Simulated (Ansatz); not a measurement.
α-quartz (SiO2), treated with PBE-D4 (PAW; Ansatz, a first-principles code).

Settings: plane-wave cutoff 520 eV, 12×12×6 k mesh (along the axes of the cell as run), Fermi–Dirac smearing 0.01 eV, scalar-relativistic PAW data made under PBE.

Results at a series of volumes:

```
V (Å³/atom)  E − E_lowest (meV/atom)  P (GPa)
-----------  -----------------------  -------
12.106                          2.40    1.619
12.358                          0.56    0.737
12.610                          0.00    0.001
12.863                          0.50   -0.611
13.115                          1.85   -1.087
```

Question: Estimate the bulk modulus from the pressures at 12.358 and 12.863 Å³/atom, and compare it with a fit to all energies.

Answer: B = −V dP/dV. Between V = 12.358 and 12.863 Å³/atom, dP/dV = (-0.611 − (0.737))/(12.863 − 12.358) = -2.67 GPa per Å³/atom; at the midpoint 12.611 Å³/atom this gives B ≈ 33.7 GPa. The third-order Birch–Murnaghan fit gives V0 = 12.610 Å³/atom, B0 = 33.3 GPa, B′ = 9.0, which lies within 1 % of that estimate.

Shape and atoms are relaxed at each volume.

Measured, for comparison: bulk modulus 37.1 ± 0.09 GPa (room temperature, not corrected to a static lattice, equation of state from high-pressure X-ray diffraction; as tabulated in Angel, Allan, Miletich, Finger, J. Appl. Cryst. 30, 461 (1997)). Computed (rounded) less measured: bulk modulus -10 %.

Note: the bulk modulus comes from volumes at which shape and atoms were relaxed.
